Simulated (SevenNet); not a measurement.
## hcp Ru

All values below come from the machine-learned potential SevenNet-0 (trained on PBE and PBE+U data).

Cell (relaxed at this level):

```
CELL_PARAMETERS angstrom
      2.73949     0.00000     0.00000
     -1.36975     2.37247     0.00000
      0.00000     0.00000     4.29286
ATOMIC_POSITIONS crystal
  Ru 0.66667 0.33333 0.75000
  Ru 0.33333 0.66667 0.25000
```

```yaml
lattice_parameter_a: 2.739 Å
c axis length: 4.293 Å
volume_per_atom: 13.95 Å³/atom
```

Measured, for comparison: lattice constant a 2.706 Å (293 K, no zero-point or thermal correction, our sources range from 2.700 to 2.706; as tabulated in Wikipedia's data pages); lattice parameter c 4.282 Å (293 K, no zero-point or thermal correction; as tabulated in Wikipedia's data pages). Computed (rounded) less measured: lattice constant a +1.2 % (+1.2 % to +1.4 % over the range), lattice parameter c +0.3 %.

A machine-learned potential is trained on density-functional data: it inherits that level's misses and adds fitting errors of its own.

Note: the model gives imaginary modes for this phase (in the spectrum interpolated from a supercell); the model's elastic tensor is not positive definite here.
